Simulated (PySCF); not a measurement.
Which basis set comes closest?

Molecule: `CC`, C2H6.

Atoms are numbered as in `[CH3:1][CH3:2]`. Each H is labelled by its parent atom.

Geometry PBE0-D3(BJ)/def2-SVP throughout; GIAO in PySCF 2.14.0 with density-fitted response routines, gas phase, one conformer, non-relativistic; equivalent atoms averaged; functional PBE0.

Reference values (measured; gas, zero density, 300 K; Wilczek, Jackowski, Molecules 2024, 29, 4460): σ(C1/C2) = 180.8 ppm, σ(H(C1)/H(C2)) = 29.89 ppm.

Question: How do the basis sets STO-3G, 6-31G, pcSseg-0, 6-31G*, def2-SVP, cc-pVDZ, pcSseg-1, 6-311+G(2d,p), def2-TZVP, aug-cc-pVDZ, IGLO-III, cc-pVTZ, pcSseg-2 perform against the reference? Times are CPU seconds on shared hosts with different chips, so compare them loosely.

Answer: 
```tsv
basis set	functions	C1/C2	H(C1)/H(C2)	abs. error C	abs. error H	core-s
STO-3G	16	217.4	31.92	36.6	2.03	1.2
6-31G	30	190.3	31.55	9.5	1.66	2.1
pcSseg-0	30	184.1	31.85	3.3	1.96	1.1
6-31G*	40	185.0	31.01	4.2	1.12	2.5
def2-SVP	58	185.5	30.55	4.7	0.66	3
cc-pVDZ	58	186.8	30.42	6.0	0.53	1.9
pcSseg-1	64	175.2	30.35	5.6	0.46	1.8
6-311+G(2d,p)	90	178.2	30.63	2.6	0.74	4.7
def2-TZVP	98	177.6	30.59	3.2	0.70	5.2
aug-cc-pVDZ	100	186.0	30.43	5.2	0.54	3
IGLO-III	130	174.9	30.48	5.9	0.59	4.1
cc-pVTZ	144	178.4	30.40	2.4	0.51	4.7
pcSseg-2	156	174.9	30.34	5.9	0.45	4.8
```

For ¹³C the closest is cc-pVTZ (2.4 ppm, with 6-311+G(2d,p) practically level) and the furthest STO-3G (36.6 ppm).

For ¹H the closest is pcSseg-2 (0.45 ppm, with pcSseg-1 practically level) and the furthest STO-3G (2.03 ppm). Where a smaller basis beats a larger one, errors probably cancel; the largest sets show where the functional converges. One molecule is a small sample, and vibrational effects are absent from the calculation.

A small basis that lands close on one nucleus may do so by chance; judge by the trend and by all nuclei.
